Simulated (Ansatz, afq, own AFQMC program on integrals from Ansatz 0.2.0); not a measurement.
CH₂O, triplet → CH$_{2}$O⁺, quartet

| atom | x (Å) | y (Å) | z (Å) |
| --- | --- | --- | --- |
| O | 0.0000 | 0.0000 | 0.6438 |
| C | 0.0000 | 0.0000 | -0.6606 |
| H | 0.0000 | -0.9567 | -1.1734 |
| H | 0.0000 | 0.9567 | -1.1734 |

Connectivity, by distances: O–CH2.

E(quartet, charge +1) − E(triplet, charge +0) at this geometry, on UHF and UHF determinants.

Basis cc-pVDZ. Noble-gas cores (and the filled d shells of Ga–Kr and In–Xe) are frozen. Ansatz 0.2.0 and our own AFQMC program on the same integrals; the CISD trial comes from CCSD amplitudes, and released means the phaseless constraint is let go. Uncertainties: one standard error, sampling alone. The errors of all members are added in quadrature.

No full CI on the walks' own integrals is used here; CCSDT(Q) serves as the reference and is uncertain by about the last step of the cluster series. Each member takes its own surest rung, up to full CI.

The best estimate is CCSD(T) at the basis-set limit (CBS: def2-TZVPP and def2-QZVPP, with their diffuse functions for anions and beside diffuse sets, CCSD(T) itself extrapolated) plus the step from CCSD(T) to CCSDT(Q) in cc-pVDZ. Rows without CBS are in cc-pVDZ, the functionals in def2-TZVP; B2PLYP and the wave-function rows carry a basis error of their own. Core correlation and relativity beyond core potentials are missing, and ± holds the sampling alone.

Cautions: CH₂O (triplet): another spin lies lower; CH₂O⁺ (quartet): lower spins were not checked; this needn't be the first ionization.

Best estimate: 1307.4 kJ/mol.

```csv
level,vertical ionization energy (kJ/mol),error against the best estimate (kJ/mol)
HF,1127.4,-180.0
MP2,1260.8,-46.6
CCSD,1243.2,-64.1
CCSD(T),1247.3,-60.1
CCSDT,1247.2,-60.2
CCSDT(Q),1247.7,-59.7
ph-AFQMC/CISD,1247.0 ± 0.4,-60.4 ± 0.4
released AFQMC,1247.2 ± 0.6,-60.2 ± 0.6
HF/CBS,1134.3,-173.1
MP2/CBS,1320.2,12.8
CCSD(T)/CBS,1307.0,-0.4
PBE,1298.4,-9.0
r2SCAN,1281.7,-25.7
PBE0,1286.4,-21.0
B3LYP,1304.2,-3.2
wB97M-V,1296.3,-11.0
B2PLYP,1294.4,-13.0
```

Correlation beyond CCSD(T) adds 0.4 kJ/mol. Going to the basis-set limit adds 59.7 kJ/mol at CCSD(T). The perturbative (T) step is worth +4.0 kJ/mol. The functionals spread over 22.5 kJ/mol; B3LYP comes nearest and r2SCAN is 25.7 kJ/mol too low.

Best estimates are given only where the step beyond CCSD(T) is under 0.3 eV and no member's determinant is very poor (T1 over 0.05, or 0.07 for open shells, ⟨S²⟩ too high by 0.3, two states mixed), so the hardest cases are missing from such tables.

The functionals ran in a triple-zeta set and keep a basis error of their own, a few kJ/mol for each bond in atomization energies and more for double hybrids, so close places among them and the extrapolated levels can swap.

CCSDT and higher add their correlation energy to the determinant of the CCSD(T) run, since their own runs factorise the integrals more tightly (a shift of under 2 meV). Each member of a difference takes its own highest rung, so a best estimate needn't equal the limit plus the step of one row. A walk keeps the symmetry of its determinant, which the program's search chose and which needn't be the lowest solution, so a lower state of the same spin and another symmetry isn't excluded. Released energies are given only where the last usable release times agree within the noise; a slower fall can still hide under it.
